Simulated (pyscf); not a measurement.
Optimised with ωB97X-D3(BJ)/def2-SVP in PySCF.

Q: HF (SMILES F) + HO–GeH(F)–F (SMILES [OH][GeH]([F])[F]) -> F–GeH(F)–F (SMILES [F][GeH]([F])[F]) + H₂O (SMILES O)
Surface: singlet. Broken: F–H, Ge–O. Formed: F–Ge, H–O. Give ΔE‡ and ΔE from ωB97M-D3(BJ)/def2-TZVP, relative to the separated reactants.

A: ΔE‡ = 33.8 kJ/mol, ΔE = -20.8 kJ/mol. Zero-point energy shifts the barrier by +3.4 kJ/mol. It is a four-centre exchange, with an imaginary mode of 702i cm⁻¹. On the reactant side the descent ends in a complex, 27.2 kJ/mol under the separated species and 61.3 kJ/mol under the saddle at ωB97X-D3(BJ)/def2-TZVP. On the product side the descent ends in a complex, 18.6 kJ/mol under the separated species and 72.0 kJ/mol under the saddle at ωB97X-D3(BJ)/def2-TZVP. This is the saddle that the search found; another between the same sides may lie lower. Elements up to Kr have no core potential and no relativistic terms here.
